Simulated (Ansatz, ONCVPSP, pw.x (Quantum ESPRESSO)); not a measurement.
Equation-of-state test of one ONCV potential (Li (Z = 3))

ONCVPSP 4.0.1 input, shortened (lines: element, Z, core and valence counts, functional; n l f; lmax; l rc ep ncon nbas qcut; lloc lpopt rc5 dvloc0; l nproj debl; icmod fcfact rcfact), PBEsol, scalar-relativistic:

```
  Li 3.00    0    2  -116133      upf
    1    0    2.00
    2    0    1.00
    2
    0    1.30    0.00    4    8    8.30
    1    1.25    0.09    4    8    6.00
    2    1.30    0.07    3    7    8.30
    4    3    1.15    2.00
    0    2    2.80
    1    2    3.60
    2    2    3.40
    0    0.00    0.00
```

Atomic tests: cutoffs needed: 28 Ha and 33 Ha (the cutoffs (Ha) at which the residual kinetic energy of the hardest occupied pseudo-wave falls to 1 and 0.1 mHa per electron); ghost test: no bound ghost flagged; no localised positive-energy state flagged; largest excitation error: +1439 meV (all-electron minus pseudo) for 1s1 2s1, out of 4 test configurations.

Crystal test: bcc Li in pw.x 7.5, no spin, 13³ k-points, Fermi–Dirac smearing 0.01 Ry, cutoffs 80/320 Ry. The reference is all-electron LAPW (Ansatz 0.2.0) with the same functional, mesh and smearing; V0 and B0 come from Birch–Murnaghan fits to the pressures at five volumes. Errors are pseudo minus all-electron; Δ is the rms difference of the E(V) curves that follow from these fits, minima aligned, over ±6 % about the mean V0. Mesh and smearing are coarse, so the numbers serve the comparison and aren't converged zero-temperature values; the lattice is a test structure that the element need not adopt.

All-electron: a0 = 3.435 Å (V0 = 20.26 Å³/atom), B0 = 13.6 GPa.

Question: How far does the potential miss the all-electron equation of state?

Answer: mean pressure error (GPa): +0.00; a0 (Å): 3.435; a0 error (%): +0.01; B0 error (%): +0.1; Δ (meV/atom): 0.0.

```tsv
V (Å³/atom)	P all-electron (GPa)	P pseudo (GPa)
19.330	0.69	0.70
19.838	0.30	0.30
20.347	-0.06	-0.05
20.856	-0.37	-0.37
21.364	-0.66	-0.66
```

Question: At the middle volume, how do free energy and pressure move when the wave cutoff is lowered (ecutrho kept at four times it)?

Answer:

```
cutoff (Ry)  shift of F (meV/atom)  shift of P (GPa)
         36                +2081.7            -55.97
         48                 +299.6            -13.84
         64                   +6.7             -0.70
```

The run at the middle volume (84 k-points, 5 iterations) took about 6.8 s on one core of a shared host (Intel(R) Xeon(R) 6975P-C, 192 threads, 1512 GiB, load 35).
